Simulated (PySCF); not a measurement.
# NMR data sheet: Vinylcyanoacetylene

```
Formula                               : C5H3N
SMILES                                : C=CC#CC#N
InChI                                 : InChI=1S/C5H3N/c1-2-3-4-5-6/h2H,1H2
Point group of the computed structure : Cs
Degrees of unsaturation               : 5
Carbon signals                        : 5
Proton signals                        : 3
```

Atoms are numbered as in `[CH2:1]=[CH:2][C:3]#[C:4][C:5]#[N:6]` (H(Xn): hydrogen on atom n). Ha(C1) is cis to C3; Hb(C1) is trans to C3.

Computed data (PySCF): σ from GIAO-PBE/pcSseg-2, coordinates at the PBE0-D3(BJ)/def2-SVP level, J couplings at B3LYP/pcJ-1. Gas phase, single conformer, non-relativistic.

δ = σ(ref) − σ, references computed at the same level: $^{1}$H (σ = 31.18 ppm), $^{13}$C (σ = 179.39 ppm) vs TMS; $^{15}$N (σ = 261.04 ppm) against NH3.

| carbon | δC, type | δH (multiplicity, J in Hz) | HMBC from (abs. J ≥ 3 Hz) | span of the C tensor (ppm) |
| --- | --- | --- | --- | --- |
| C1 | 148.7, CH2 | Ha(C1) 6.42 (m); Hb(C1) 6.22 (m) | H(C2) | 262 |
| C2 | 123.9, CH | 6.14 (m) | Ha(C1) | 201 |
| C3 | 84.0, C | – | Ha(C1), Hb(C1) | 302 |
| C4 | 74.1, C | – | H(C2) | 163 |
| C5 | 110.2, C | – | – | 323 |

Other nuclei:
```
atoms   nucleus       environment  δ (ppm)  σ (ppm)
   N6  $^{15}$N  nitrile nitrogen    319.2    -58.2
```

Selected couplings (Hz, signed; the shortest-range and largest first, 30 at most; isotopes $^{13}$C, $^{1}$H, $^{15}$N): $^{1}J$(C3,C4) 236.7, $^{1}J$(C4,C5) 176.8, $^{1}J$(C2,H(C2)) 176.7, $^{1}J$(C1,Hb(C1)) 175.5, $^{1}J$(C1,Ha(C1)) 174.1, $^{1}J$(C2,C3) 100.5, $^{1}J$(C1,C2) 82.6, $^{1}J$(C5,N6) -22.2, $^{2}J$(C3,C5) 18.1, $^{2}J$(C2,C4) 12.5, $^{2}J$(C4,N6) 6.3, $^{2}J$(C1,C3) -3.6, $^{2}J$(Ha(C1),Hb(C1)) 1.9, $^{3}J$(Ha(C1),H(C2)) 19.6, $^{3}J$(Hb(C1),H(C2)) 13.5, $^{3}J$(C3,N6) -11.5, $^{3}J$(C1,C4) 6.5, $^{3}J$(C2,C5) 4.8, $^{4}J$(C1,C5) -4.2.

1. Carbon types of the structure: 3 × C, 1 × CH, 1 × CH2, which accounts for all hydrogens.
2. δC 148.7: terminal =CH2 carbon; an sp2 carbon of a C=C bond.
3. δC 123.9: alkene CH; an sp2 carbon of a C=C bond.
4. δC 110.2: nitrile carbon; this is the usual window of a C≡N carbon, which has no attached hydrogen.
5. δC 84.0, 74.1: alkyne carbon; sp carbons lie upfield of alkene carbons because the cylindrical π system leaves one tensor component strongly shielded.
6. δH 6.14: hydrogen on an alkene CH; olefinic region.

Multiplet labels drop couplings under 1 Hz and merge nearly equal ones. Unscaled 3J(H,H) at this level run about 10 % above measured values. Shifts are as computed, not scaled to solution data. Of 1211 compounds with measured shifts, 218 miss one by over three times the rms of a fit or turn the order of signals round; such compounds aren't used in these exercises. Experimental scales use liquid or dissolved standards, which lie at an offset from isolated NH3 (liquid NH3: subtract about 20 ppm). Unscaled 15N shifts of sp2 nitrogen come out 20 to 40 ppm too high even then.
